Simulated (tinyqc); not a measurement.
The basis set: RHF and MP2 along a ladder of basis sets, for H3O+, spin multiplicity 1. Computed by the program tinyqc with PySCF. Same geometry throughout; the dipole is taken about the origin.

Geometry (angstrom):
```
atom,x,y,z
O,0.0000,0.0000,0.3350
H,0.8610,0.0000,0.0000
H,-0.4310,0.7460,0.0000
H,-0.4310,-0.7460,0.0000
```

RHF and frozen-core MP2 in a ladder of bases:
```
basis,functions,E(RHF) (hartree),E(MP2 corr) (hartree),HOMO (eV),LUMO (eV),dipole (debye)
sto-3g,8,-75.308121,-0.044577,-26.0374,4.1227,0.9670
3-21g,15,-75.864495,-0.123989,-26.6765,-2.0336,1.2099
6-31g,15,-76.252078,-0.123807,-26.7079,-2.9976,1.2541
6-31g**,29,-76.301552,-0.190201,-26.8543,-2.7181,0.7925
cc-pvdz,29,-76.304878,-0.198823,-26.8591,-3.2002,0.6650
aug-cc-pvdz,50,-76.311300,-0.207080,-26.8902,-4.6184,0.6099
cc-pvtz,72,-76.332860,-0.252791,-26.9012,-3.7770,0.6254
```

What does the comparison show, and why?

From cc-pVDZ to cc-pVTZ the RHF energy falls by 28.0 mhartree and the correlation energy by 54.0. If valence correlation converges as X^-3, (27 E(T) - 8 E(D))/19 gives -0.2755 hartree, a rough estimate from such small X that usually falls short; STO-3G holds about 16 % of it. Beyond STO-3G the LUMO moves by 2.6 eV and the HOMO by 0.2 eV.
